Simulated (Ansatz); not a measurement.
Pb3Br2(SeO3)2 (C2/c, No. 15; cell taken from a computed entry) was calculated with LDA (PAW; Ansatz, a program for electronic structure).

Settings: plane-wave cutoff 520 eV, 8×8×4 k mesh (along the axes of the cell as run), Fermi–Dirac smearing 0.01 eV, scalar-relativistic PAW data made under PBE.

Cell (relaxed with PBEsol):

Space group C2/c (No. 15); a = 13.399 Å, b = 5.645 Å, c = 13.317 Å, α = 90.00°, β = 93.45°, γ = 90.00°

```csv
atom,site,symmetry,x,y,z
Pb,4e,2,0.0000,0.4361,0.2500
Pb,8f,1,0.2931,0.4888,0.1452
Se,8f,1,0.1062,0.0026,0.6177
Br,8f,1,0.3546,0.0106,0.0573
O,8f,1,0.1581,0.2224,0.1961
O,8f,1,0.3615,0.2626,0.3033
O,8f,1,0.0152,0.0541,0.3650
```
(The calculation used a cell of 26 atoms; values per cell refer to that cell.)

Task: What does this level give for the band gap and direct gap at Γ?

Result: 
band gap: 2.70 eV
direct gap at Γ: 3.49 eV

Note: cell and atoms aren't relaxed at this level (largest force component 0.31 eV/Å, pressure -2.8 GPa).

Spin–orbit coupling is not included; with these elements it can move the gap by several tenths of an eV or more.

Computing time: around 9 core-minutes (rough).
